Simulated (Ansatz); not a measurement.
We consider fcc Pt, described by PBE-D3(BJ) (Ansatz, a program for electronic structure, plane waves, PAW).

Run with plane-wave cutoff 500 eV, 32×32×32 k mesh, Fermi–Dirac smearing 0.1 eV, scalar-relativistic PAW data made under PBE.

Computed at the level's own relaxed cell.

Q: Estimate the volume per atom and lattice constant a that the calculation returns.

A: 
- volume per atom = 15.18 Å³/atom
- lattice constant a = 3.930 Å

Measured, for comparison: equilibrium volume per atom 14.98 Å³/atom, lattice constant a 3.913 Å (static lattice: zero-point anharmonic expansion removed; as tabulated in Mejia-Rodriguez and Trickey (2018), arXiv:1807.09216). Computed (rounded) less measured: equilibrium volume per atom +1.3 %, lattice constant a +0.4 %.

Spin–orbit coupling is not included.

Static lattice: no zero-point or thermal effects.

Computing time: about 40 core-seconds (a rough figure).
